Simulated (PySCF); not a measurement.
A side-by-side comparison of computed properties.

First species: C₄H₁₃PSi.
Cartesian coordinates in Å at the GFN2-xTB level; atoms count from 1:
```
atom  x, y, z in Å
C1    -2.777   -0.534   -0.467
C2    -1.404   -0.961    0.031
P3    -0.023    0.046   -0.726
C4    -0.268    1.611    0.231
C5     1.363   -0.674    0.274
Si6    3.037    0.163   -0.070
H7    -2.817   -0.579   -1.554
H8    -3.549   -1.189   -0.065
H9    -3.002    0.485   -0.160
H10   -1.352   -0.892    1.123
H11   -1.221   -2.003   -0.250
H12    0.570    2.277    0.035
H13   -0.337    1.415    1.301
H14   -1.178    2.099   -0.111
H15    1.107   -0.633    1.335
H16    1.433   -1.727   -0.007
H17    3.034    1.548    0.409
H18    3.308    0.137   -1.506
H19    4.067   -0.580    0.663
```

Second species: Pyrimidine, C4H4N2.
Numbering: `[cH:1]1[cH:2][n:3][cH:4][n:5][cH:6]1` (hydrogens: H7 on C1; H8 on C2; H9 on C4; H10 on C6)

Cartesian coordinates in Å at the GFN2-xTB level; atoms count from 1:
```
atom  x, y, z in Å
C1    -1.1296    0.1308    0.0859
C2    -0.2700    1.2162   -0.0113
N3     1.0412    1.0669   -0.1155
C4     1.4974   -0.1722   -0.1211
N5     0.7773   -1.2755   -0.0323
C6    -0.5335   -1.1224    0.0713
H7    -2.1970    0.2542    0.1690
H8    -0.6326    2.2365   -0.0060
H9     2.5693   -0.2961   -0.2068
H10   -1.1136   -2.0338    0.1442
```

Levels: CAM-B3LYP/def2-SVPD for dipole moment, HOMO energy, LUMO energy, HOMO–LUMO gap, static isotropic polarisability and electronic spatial extent ⟨r²⟩ about the centre of nuclear charge; TDDFT CAM-B3LYP/def2-SVPD for lowest singlet excitation; TDA CAM-B3LYP/def2-SVPD for lowest triplet excitation (Tamm–Dancoff); GFN2-xTB for rotational constant A and rotational constant C. Geometries: GFN2-xTB. Each structure is a single optimised conformer of the isolated species, non-relativistic unless stated. Electronic properties by PySCF.

The conformers computed, where there is a choice (atom-mapped SMILES and torsion angles):
- `[CH3:1][CH2:2][P:3]([CH3:4])[CH2:5][SiH3:6]`: C1–C2–P3–C4 75°, C2–P3–C5–Si6 -176°

| property | column X | column Y |
| --- | --- | --- |
| dipole moment | 1.46 D | 2.39 D |
| HOMO energy | -7.82 eV | -8.90 eV |
| LUMO energy | 1.24 eV | -0.20 eV |
| HOMO–LUMO gap | 9.06 eV | 8.70 eV |
| lowest singlet excitation | 6.39 eV | 4.55 eV |
| lowest triplet excitation (Tamm–Dancoff) | 5.34 eV | 4.02 eV |
| static isotropic polarisability | 103.5 au | 55.1 au |
| electronic spatial extent ⟨r²⟩ about the centre of nuclear charge | 1321 bohr² | 406 bohr² |
| rotational constant A | 5.163 GHz | 6.367 GHz |
| rotational constant C | 0.949 GHz | 3.141 GHz |

(1) Which column belongs to which species?

(2) How does each property change from the first species to the second?

## Answers

(1) Column X is the first species and column Y the second. The first has 19 atoms and 66 electrons, the second 10 and 42.

(2) dipole moment +0.93 D; HOMO energy -1.08 eV; LUMO energy -1.44 eV; HOMO–LUMO gap -0.36 eV; lowest singlet excitation -1.84 eV; lowest triplet excitation (Tamm–Dancoff) -1.32 eV; static isotropic polarisability -48.4 au; electronic spatial extent ⟨r²⟩ about the centre of nuclear charge -915 bohr²; rotational constant A +1.204 GHz; rotational constant C +2.192 GHz.

On the first: The principal polarisabilities are 88.4, 96.3 and 126.0 au; their mean is the isotropic value.

On the second: A dipole of 2.39 D is allowed in C2v, and pure rotational transitions are dipole-allowed. The dipole equals about 8.0 × 10⁻³⁰ C·m (1 D = 3.33564 × 10⁻³⁰ C·m).
